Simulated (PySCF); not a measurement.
Does the structure fit the spectrum?

A compound C3H5N gives the data below (simulated from a calculation) and was assigned the structure `C1=NCC1`.

13C{1H} NMR (computed): δ 125.7 (C), 13.8 (CH3), 13.7 (CH2).

1H NMR (600 MHz, computed): δ 2.18 (q, J = 8.8 Hz, 2H), 1.20 (t, J = 8.8 Hz, 3H).

- σ from GIAO-B97-2/pcSseg-2
- J couplings at B3LYP/pcJ-2
- geometry from PBE0-D3(BJ)/def2-TZVP
- run in PySCF 2.14.0 with density-fitted response routines
- one computed conformer, non-relativistic Hamiltonian, equivalent nuclei averaged, in vacuum

Chemical shifts δ = σref − σ; TMS for 1H and 13C, all at this level.

Q: Compare with the shifts computed for the proposed structure, pairing carbons in order of shift.

A: Numbering as in the mapped SMILES `[CH:1]1=[N:2][CH2:3][CH2:4]1`. Each H is labelled by its parent atom.

```csv
atom,computed for proposal,given list,difference
C1,192.6,125.7,+66.9
C3,61.9,13.8,+48.1
C4,38.0,13.7,+24.3
```

The rms difference is 49.6 ppm and the largest +66.9 ppm at C1 (C=N carbon). The carbon types in order of shift don't match either: CH, CH2, CH2 for the proposal against C, CH3, CH2 in the data. The proposal doesn't fit.

Q: Which isomer fits?

A: ethyl cyanide (CCC#N).

Carbon types of the structure: 1 × C, 1 × CH2, 1 × CH3, which accounts for all hydrogens. δC 125.7: nitrile carbon; typical of a nitrile. δC 13.8: methyl carbon; aliphatic region, no heteroatom directly attached. δC 13.7: sp3 CH2 α to a nitrile; saturated and bonded to C and H only. δH 2.18: hydrogen on an sp3 CH2 α to a nitrile. The protons at 1.20 and 2.18 share a coupling of 8.8 Hz (vicinal).

This is the structure that produced the data.

Splittings below 1 Hz are ignored in the labels, and close J values are merged. Shifts are as computed. Against solution values, carbons near 30 ppm lie about +3 ppm off and those near 130 ppm about +7 ppm. Of 1211 compounds with measured shifts, 218 miss one by over three times the rms of a fit or turn the order of signals round; such compounds aren't used in these exercises.
